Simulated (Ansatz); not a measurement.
Rock-salt LiCl: LO phonon frequency at X by level of theory

No measured value is used here.

```json
[
 {"level (code)": "LDA (Ansatz)", "value (cm⁻¹)": "265", "cell (Å³/atom)": "15.29"},
 {"level (code)": "PBE (Ansatz)", "value (cm⁻¹)": "209", "cell (Å³/atom)": "17.08"},
 {"level (code)": "r²SCAN (Ansatz)", "value (cm⁻¹)": "234", "cell (Å³/atom)": "16.70"}
]
```

Each level is taken at its own relaxed cell. Cutoffs differ between the levels. Ansatz's density-functional and Hartree–Fock values are scalar-relativistic unless marked +SOC, with PAW data made under PBE.

Ansatz is an electronic-structure program.
